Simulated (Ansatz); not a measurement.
# SiNHO (singlet): the correlation ladder at a displaced geometry (v2), cc-pVDZ

An exercise on one series of results from a longer session: the logs are not shown, and one member is left open.

Computed with Ansatz 0.2.0, Gaussian basis. Level: cc-pVDZ, core rule «outside noble gas», up to 7 orbitals frozen.

Plan: UHF; CCSD(T) on RHF; BCCD(T) on RHF; CISD; CCSDT(Q) on RHF.

20 further runs of the same task are left out: 7 that didn't finish, 13 set aside as unsound or not needed. Runs told in other sessions of the task aren't counted.

## The geometry

The geometry is a PBE0/def2-TZVP stationary point (not a proven minimum) with its atoms shifted at random (size 0.100 Å).

4 atoms, charge 0, spin multiplicity 1.

Atoms are counted from 1 here; the program's logs count them from 0.

Bond lengths: N1–Si2 1.556 Å, N1–H4 0.974 Å, Si2–O3 1.522 Å. Angles: Si2–N1–H4 136.5°, N1–Si2–O3 163.9°.

As a file:

```xyz
4
HNOSi
N     0.1023   -0.1376    1.5388
Si   -0.0625    0.0834    0.0070
O     0.0141   -0.0524   -1.5067
H     0.0971    0.4200    2.3374
```

The first run:

Input file in.yaml:

```yaml
crystal:
  periodic: [false, false, false]
  atoms:
    - {symbol: N, position_ang: [0.102322, -0.137605, 1.538802]}
    - {symbol: Si, position_ang: [-0.062522, 0.083376, 0.007036]}
    - {symbol: O, position_ang: [0.014055, -0.052355, -1.506747]}
    - {symbol: H, position_ang: [0.097113, 0.420033, 2.337351]}
basis:
  gaussian: {orbitals: cc-pVDZ}
magnetization: {spin_polarized: true, initial_magnetization: 0}
hamiltonian: {xc: hf}
output: {orbitals: {seedname: orbitals}}
```

Run with:

```bash
$ ansatz run in.yaml --threads 1 --pin off --events-out ev --progress --plain --max-ram 2393MiB
```

Among the steps run: UHF; CCSD(T) on RHF; BCCD(T) on RHF; CISD; CCSDT(Q) on RHF.

One of the session's tables, all rows but one given; the rest of the session is left out.

It belongs to the step «Misses and costs». 

| method | from RCCSDT(Q) (meV) |
| --- | --- |
| RHF | +12947.8 |
| RMP2 | ? |
| CISD | +1967.9 |
| RCCSD | +600.9 |
| RCCSD(T) | +102.0 |
| BCCD(T) | +92.1 |
| RCCSDT | +77.3 |
| RCCSDT(Q) | 0 |

Q: Estimate the row for RMP2 from the others.

**Answer.** from RCCSDT(Q) (meV): +693.0. In the column «from RCCSDT(Q) (meV)» it lies between RCCSD (+600.9) and CISD (+1967.9).
